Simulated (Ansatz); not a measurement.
Results of PBE in Ansatz (PAW) for bcc V.

Run with plane-wave cutoff 520 eV, 26×26×26 k mesh, Fermi–Dirac smearing 0.05 eV, no spin polarisation, scalar-relativistic PAW data made under PBE.

Results at a series of volumes:

| V (Å³/atom) | E − E_lowest (meV/atom) | P (GPa) |
|---|---|---|
| 12.650 | 30.52 | 12.70 |
| 12.919 | 13.14 | 8.06 |
| 13.188 | 3.19 | 3.85 |
| 13.457 | 0.00 | 0.01 |
| 13.726 | 2.95 | -3.47 |
| 13.996 | 11.47 | -6.63 |
| 14.265 | 25.05 | -9.50 |

Problem. Fit the third-order Birch–Murnaghan equation and give B0 and B′.

Solution. V0 = 13.458 Å³/atom, B0 = 182 GPa, B′ = 3.8 (fit to the energies at full precision).

Measured, for comparison: bulk modulus 161 GPa (corrected for temperature and zero-point phonon effects, sources range from 159 to 166; as tabulated in Levämäki et al. (2014), arXiv:1402.3671); equilibrium volume per atom 13.79 Å³/atom (static lattice: zero-point anharmonic expansion removed; as tabulated in Mejia-Rodriguez and Trickey (2018), arXiv:1807.09216). Computed less measured: bulk modulus +13 % (+10 % to +14 % over the range), equilibrium volume per atom -2.4 %.

The computed numbers hold no vibrational or temperature effects.

It cost very roughly 40 core-seconds of CPU time.

Ansatz is a program for electronic structure.
